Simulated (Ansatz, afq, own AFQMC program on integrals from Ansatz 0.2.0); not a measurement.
## Where AFQMC and coupled cluster stand for BO, doublet

```xyz
2

B     0.0000    0.0000    0.0000
O     0.0000    0.0000    1.2006
```

Basis aug-cc-pVDZ. Noble-gas cores (and the filled d shells of Ga–Kr and In–Xe) are frozen. AFQMC by an in-house program on the Cholesky factors that Ansatz 0.2.0 writes for its CCSD(T) run. ph-AFQMC/CISD is guided by a CISD state made of CCSD amplitudes; releasing the constraint for a short imaginary time cuts its bias at the price of noise, slowly where states lie close. Free projection: walkers drawn from exp(T), propagated without any constraint. Its projection time is finite, and what remains of the start isn't in its error. ± is one standard error of the sampling.

Determinant: ROHF, the one that the program's search chose, which needn't be the lowest solution. The geometry is a PBE0/def2-TZVP stationary point of this or a neighbouring charge and spin state.

No full CI on the walks' own integrals is used here; CCSDT(Q) serves as the reference and is uncertain by about the last step of the cluster series.

The T1 diagnostic is 0.0311, the weight of the determinant in the CISD state is 0.899 and the size of the correlated space is 9 electrons in 44 orbitals.

Reference: CCSDT(Q), correlation energy -7.329 eV. The released energy is read at 2.40 1/Eh (meV from the phaseless value at times in 1/Eh: 0 ± 3 at 0.24, -4.5 ± 1.9 at 0.51, -4 ± 3 at 0.99, -3 ± 3 at 1.62, -3 ± 5 at 2.40).

```csv
level,E − E(reference) (kcal/mol),share of correlation (%)
HF,169.00,0.00
MP2,9.33,94.48
CCSD,7.45,95.59
CCSD(T),0.98,99.42
CCSDT,0.50,99.70
ph-AFQMC/HF,-0.64 ± 0.56,100.38
ph-AFQMC/CISD,0.19 ± 0.11,99.89
released AFQMC,0.12 ± 0.11,99.93
free AFQMC,0.02 ± 0.21,99.99
```

Free projections are given only where their last times agree within the noise and don't stop above the reference; a slow remainder of the start can still hide under it. A walk keeps the symmetry of its determinant, which the program's search chose and which needn't be the lowest solution, so a lower state of the same spin and another symmetry isn't excluded. Released energies are given only where the last usable release times agree within the noise; a slower fall can still hide under it.
